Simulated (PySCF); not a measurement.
Below is a simulated gas-phase C 1s photoelectron spectrum of `C#CC(=O)C`.

Every computed line was given a Gaussian of 1.0 eV full width at half maximum and an area set by the number of equivalent atoms; the highest printed point is 100. Method used: delta-SCF UKS SCAN, pcX-2 on the ionised atom, pcseg-1 elsewhere, spin-free X2C (PySCF).

| binding energy (eV) | intensity |
| --- | --- |
| 289.7 | 0 |
| 289.8 | 0 |
| 289.9 | 1 |
| 290.0 | 1 |
| 290.1 | 3 |
| 290.2 | 5 |
| 290.3 | 9 |
| 290.4 | 14 |
| 290.5 | 22 |
| 290.6 | 32 |
| 290.7 | 44 |
| 290.8 | 58 |
| 290.9 | 72 |
| 291.0 | 85 |
| 291.1 | 95 |
| 291.2 | 100 |
| 291.3 | 100 |
| 291.4 | 94 |
| 291.5 | 84 |
| 291.6 | 71 |
| 291.7 | 57 |
| 291.8 | 43 |
| 291.9 | 31 |
| 292.0 | 21 |
| 292.1 | 13 |
| 292.2 | 8 |
| 292.3 | 5 |
| 292.4 | 3 |
| 292.5 | 1 |
| 292.6 | 1 |
| 292.7 | 0 |
| 292.8 | 0 |
| 292.9 | 0 |
| 293.0 | 1 |
| 293.1 | 1 |
| 293.2 | 2 |
| 293.3 | 4 |
| 293.4 | 6 |
| 293.5 | 9 |
| 293.6 | 13 |
| 293.7 | 18 |
| 293.8 | 23 |
| 293.9 | 27 |
| 294.0 | 31 |
| 294.1 | 33 |
| 294.2 | 34 |
| 294.3 | 32 |
| 294.4 | 29 |
| 294.5 | 25 |
| 294.6 | 20 |
| 294.7 | 16 |
| 294.8 | 11 |
| 294.9 | 8 |
| 295.0 | 5 |
| 295.1 | 3 |
| 295.2 | 2 |
| 295.3 | 1 |
| 295.4 | 1 |
| 295.5 | 0 |
| 295.6 | 0 |

Q: Count the maxima, the lines and the sites behind this envelope.

A: The curve has 2 maxima (at 291.2 and 294.2 eV). Under it lie 4 lines from 4 inequivalent carbon sites. At this width some lines have no maximum of their own.

Q: Decompose the envelope and assign each component. Numbering: `[CH:1]#[C:2][C:3]([CH3:4])=[O:5]`.

A: 
```tsv
position (eV)	relative area	line	atoms	environment
291.20	1	C 1s	C1	terminal alkyne carbon
291.26	1	C 1s	C4	methyl carbon next to a carbonyl
291.28	1	C 1s	C2	alkyne carbon
294.18	1	C 1s	C3	ketone carbonyl carbon
```

The listed C 1s values span 2.98 eV, from C1 (bonded to C (triple bond) and H) to C3 (bonded to O (double bond) and 2 C). The widest gap between neighbouring values is 2.90 eV, between 291.28 and 294.18 eV. Summing the Pauling electronegativity differences to the bonded atoms, each weighted by its formal bond order, gives -0.35 for the lowest site and +1.78 for the highest; no listed site has a larger sum than the highest. The smallest sum, -1.05, belongs to C4, 0.06 eV above the lowest. The values 291.26 and 291.28 eV lie too close for their order to be trusted.

No satellites, vibrations or lifetime broadening are included. The unrestricted hole states depart most from a pure doublet (⟨S²⟩ = 0.75; over 0.85 named) for C 1s of C2 (0.85), which makes this value less certain. Geometry: GFN2-xTB; no solvent, vibrations or thermal averaging.
